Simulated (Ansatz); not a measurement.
H$_{2}$O, singlet in cc-pVDZ: errors against full CI

Geometry: MP2(full)/6-31G*, from the G2/97 set.

```yaml
atoms:
  - { symbol: O, position_ang: [0.0000, 0.0000, 0.0667] }
  - { symbol: H, position_ang: [0.0000, 0.7632, -0.5296] }
  - { symbol: H, position_ang: [0.0000, -0.7632, -0.5296] }
```

Basis cc-pVDZ; Ansatz 0.2.0. Only valence electrons are correlated (noble-gas cores frozen), which leaves 8 electrons in 23 orbitals. Prefix R: restricted or restricted open-shell reference. Active spaces: valence = (8e, 6o) chosen from the atoms' valence shells.

Full CI is exact within this basis and frozen core; it isn't the basis-set limit.

* UHF ⟨S²⟩: 0.000
* T1 diagnostic (RCCSD): 0.0061
* largest doubles amplitude (RCCSD): 0.051

```tsv
level	E − E(full CI) (meV)	share of correlation (%)	wall time
RHF	5872	0.00	–
RMP2	362	93.83	–
CISD	324	94.48	0.4 s
RCCSD	102	98.27	–
RCCSD(T)	18	99.70	0.16 s
BCCD(T)	18	99.69	0.18 s
RCCSDT	13	99.77	–
CISDTQ	9	99.85	2 s
RCCSDT(Q)	0	100.01	0.67 s
RCCSDTQ	1	99.99	7.5 s
CASSCF (valence space)	4405	24.99	–
NEVPT2 (valence space)	618	89.47	0.15 s
MRCISD (valence space)	167	97.16	–
MRCISD+Q (valence space)	7	99.88	0.46 s
```

The correlation energy at full CI, counted from RHF, is -5.872 eV. That run took 7 s on 2 threads of AMD EPYC 7R13 with a shared H100 80 GB, shared host over 19,604,169 determinants.

Times hold each run's SCF and search for its determinant on a shared host, so for small cases they say little of a method's own cost; they ran on 1 thread of AMD EPYC 7R13.

The full-CI state has the irrep A1 of C2v, in the program's axes.

Natural occupations of full CI about the gap: 1.984 1.971 1.964 1.961 0.029 0.027 0.018 0.012 0.006 0.006; effectively unpaired electrons, Σ n²(2−n)², 0.02.

Atomization energy (electronic, same basis, no zero-point term; atoms at the same level, unrestricted beside the R rows where the molecule is a closed shell, with restricted open-shell steps beyond CCSDT(Q)) at full CI: 874.7 kJ/mol. Errors of other levels:

```json
{"level": "RHF", "error (kJ/mol)": "-256.9"}
{"level": "RMP2", "error (kJ/mol)": "7.0"}
{"level": "CISD", "error (kJ/mol)": "-23.9"}
{"level": "RCCSD", "error (kJ/mol)": "-7.4"}
{"level": "RCCSD(T)", "error (kJ/mol)": "-1.3"}
{"level": "BCCD(T)", "error (kJ/mol)": "-1.1"}
{"level": "RCCSDT", "error (kJ/mol)": "-1.1"}
{"level": "CISDTQ", "error (kJ/mol)": "-0.6"}
{"level": "RCCSDT(Q)", "error (kJ/mol)": "0.0"}
{"level": "RCCSDTQ", "error (kJ/mol)": "-0.1"}
{"level": "CASSCF (valence space)", "error (kJ/mol)": "-103.1"}
{"level": "NEVPT2 (valence space)", "error (kJ/mol)": "4.7"}
{"level": "MRCISD (valence space)", "error (kJ/mol)": "-8.3"}
{"level": "MRCISD+Q (valence space)", "error (kJ/mol)": "-2.3"}
```

This basis is far from its limit, so the value isn't to be set against a measured one. Truncated CI isn't size-consistent, which counts against it in atomization.
